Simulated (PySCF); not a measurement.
Compound: C3H5NO.
SMILES with atom numbers: `[CH3:1]/[CH:2]=[N:3]/[CH:4]=[O:5]` (hydrogens: H6, H7, H8 on C1; H9 on C2; H10 on C4)

Cartesian coordinates in Å at the PBE0-D3(BJ)/def2-SVP level; atoms count from 1:
```xyz
10
C3H5NO angstrom
C     -1.6274    0.2257    0.1390
C     -0.2251   -0.0016    0.5707
N      0.7633    0.1073   -0.2184
C      2.0444   -0.2202    0.2093
O      2.3600   -1.2693    0.7062
H     -1.6694    0.4776   -0.9283
H     -2.0864    1.0345    0.7308
H     -2.2261   -0.6802    0.3304
H     -0.0666   -0.2783    1.6321
H      2.7833    0.5833   -0.0203
```

The calculation used PBE0-D3(BJ)/def2-SVP geometry optimisation, gas phase (PySCF 2.14.0).

Take the most abundant isotopes and a rigid rotor. The values belong to one conformer with, in the numbering `[CH3:1]/[CH:2]=[N:3]/[CH:4]=[O:5]`, C2–N3–C4–O5 54°.

**Question.** What are A, B and C (MHz)?

**Answer.** Ia = 22.54, Ib = 186.22, Ic = 199.93 u·Å²; 505379 MHz·u·Å²/I gives A = 22417, B = 2714, C = 2528 MHz.

**Question.** Classify the top.

**Answer.** A near-prolate asymmetric top. Ray's parameter κ = (2B − A − C)/(A − C) = -0.981; −1 is the prolate and +1 the oblate limit.

**Question.** What does the inertial defect say?

**Answer.** Not planar: Δ = Ic − Ia − Ib = -8.84 u·Å². For a rigid frame Δ = −2 Σ m c², so Σ m c² = 4.42 u·Å² lies off the ab plane: 2.74 from hydrogen and 1.68 from heavier atoms. The atom farthest from that plane is 0.89 Å away.

**Question.** Give the other two planar moments, Paa and Pbb, and the rms extents of the mass along the axes.

**Answer.** Paa = Σ m a² = (Ib + Ic − Ia)/2 = 181.80 and Pbb = Σ m b² = (Ia + Ic − Ib)/2 = 18.13 u·Å². With the mass M = 71.04 u, the rms extents √(P/M) along a, b and c are 1.60, 0.51, 0.25 Å.

**Question.** List the rotational levels J(Ka,Kc) to J = 3 (MHz).

**Answer.** Above 0(0,0):
J = 1: 1(0,1) 5242, 1(1,1) 24945, 1(1,0) 25131
J = 2: 2(0,2) 15724, 2(1,2) 35242, 2(1,1) 35801, 2(2,1) 94911, 2(2,0) 94912
J = 3: 3(0,3) 31444, 3(1,3) 50688, 3(1,2) 51804, 3(2,2) 110636, 3(2,1) 110642, 3(3,1) 209618, 3(3,0) 209618

**Question.** Which lines would a microwave search look for?

**Answer.** The dipole components are |μa| = 2.87 D, |μb| = 0.27 D, |μc| = 1.28 D. Intensities carry the squares of the components, which stand as 1.00 : 0.01 : 0.20 (a : b : c). Some lines, for components of 0.1 D or more:

| type | branch | J(Ka,Kc) | MHz | lower level (cm⁻¹) |
| --- | --- | --- | --- | --- |
| a | R | 3(1,2) ← 2(1,1) | 16003 | 1.194 |
| c | Q | 2(1,2) ← 2(0,2) | 19519 | 0.524 |
| a | R | 4(3,2) ← 3(3,1) | 20969 | 6.992 |
| a | R | 5(2,3) ← 4(2,2) | 26232 | 4.390 |
| b | Q | 5(2,3) ← 5(1,4) | 58045 | 3.329 |
| c | R | 2(2,1) ← 1(1,1) | 69966 | 0.832 |
| b | R | 3(2,1) ← 2(1,2) | 75400 | 1.176 |
| b | R | 4(2,2) ← 3(1,3) | 80934 | 1.691 |
| b | Q | 5(3,2) ← 5(2,3) | 98948 | 5.265 |
| b | Q | 3(3,1) ← 3(2,2) | 98983 | 3.690 |
| b | Q | 4(4,0) ← 4(3,1) | 138572 | 7.692 |
| b | Q | 5(5,0) ← 5(4,1) | 178165 | 13.188 |

**Question.** Estimate the classical rotational partition function at 25 K, 100 K and 298.15 K.

**Answer.** Point group C1, symmetry number σ = 1; q = (√π/σ)·√((kT/h)³/(ABC)), k/h = 20836.6 MHz/K: 1700 at 25 K, 13600 at 100 K, 70000 at 298.15 K.

Not checked by PBE0-D3(BJ)/def2-SVP frequencies. Constants of a rigid frame at the computed geometry: no zero-point averaging, no centrifugal distortion. A rigid rotor knows nothing of internal rotation, which can split or shift real lines. Quadrupole hyperfine structure (14N) is left out.

Hardware: an Arm Neoverse V2 with one thread, shared host with 32 logical CPUs at a one-minute load of 22. Cost: 27 s of wall time, 0.38 GiB resident at most. These figures are those of the optimisation.
